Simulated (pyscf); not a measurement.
This saddle point was located with ωB97X-D3(BJ)/def2-SVP in PySCF.

```xyz
9

O      0.7128    -0.1291    -1.0212
Si     0.0294     0.0467     0.4740
O     -1.2520    -0.9764     0.4525
H      0.1377    -0.4492    -1.7262
H     -0.4119     1.6591     0.0242
H      1.1727     0.0965     1.3826
H     -1.8299    -0.8464     1.2198
Cl    -1.2343     1.1282     2.4490
H     -0.7692     1.6609     0.8385
```

Surface: singlet, charge 0. Lowest wavenumbers (cm⁻¹): 716i, 206, 218, 286, 331.

Which two sides does it connect, and which bonds change?

HO–SiH₂–OH + hydrogen chloride (HCl) ⇌ HO–SiH(OH)–Cl + hydrogen (H₂), a four-centre exchange read from left to right: H–Si, Cl–H broken and Cl–Si, H–H formed. At ωB97M-D3(BJ)/def2-TZVP it lies +25.7 kcal/mol from the left side and +48.6 kcal/mol from the right (each side as separated species at their lowest minima found). One saddle was located; it need not be the lowest between these sides.
